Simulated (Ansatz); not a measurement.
# H2Si2: the cost of one run

Program: Ansatz 0.2.0, Gaussian basis. Level of theory: def2-QZVPP, core rule «outside noble gas», up to 10 orbitals frozen. These are calculated values, not measurements.

To be run: UHF; ROHF; CCSD(T) on UHF.

2 further runs of the same task are left out: 2 set aside as unsound or not needed.

### Step 1. The geometry

The geometry is a PBE0/def2-TZVP stationary point (not a proven minimum) of the parent state, kept for this charge and spin.

4 atoms, charge 1, spin multiplicity 2.

Atoms are counted from 1 here; the program's logs count them from 0.

Bond lengths: Si1–Si2 2.101 Å, Si1–H3 1.493 Å, Si1–H4 1.638 Å, Si2–H4 1.718 Å. Angles: Si2–Si1–H3 160.7°, Si2–Si1–H4 53.0°, H3–Si1–H4 107.8°, Si1–Si2–H4 49.5°, Si1–H4–Si2 77.5°.

### Step 2. UHF

in.yaml

```yaml
crystal:
  periodic: [false, false, false]
  atoms:
    - {symbol: Si, position_ang: [0.000000, 0.064094, 1.005387]}
    - {symbol: Si, position_ang: [0.000000, -0.004642, -1.094839]}
    - {symbol: H, position_ang: [0.000000, -0.381837, 2.430212]}
    - {symbol: H, position_ang: [0.000000, -1.274751, 0.062301]}
basis:
  gaussian: {orbitals: "def2-QZVPP.json"}
total_charge: 1
magnetization: {spin_polarized: true, initial_magnetization: 1}
hamiltonian: {xc: hf}
output: {orbitals: {seedname: orbitals}}
```

Command:

```
ansatz run in.yaml --threads 1 --pin off --events-out ev --progress --plain --max-ram 4096MiB --backend cpu
```

**Question.** How long does this run take on 1 thread of AMD EPYC 7R13, shared host, and how much memory does it need?

About 12 s, with a peak of 0.51 GiB.
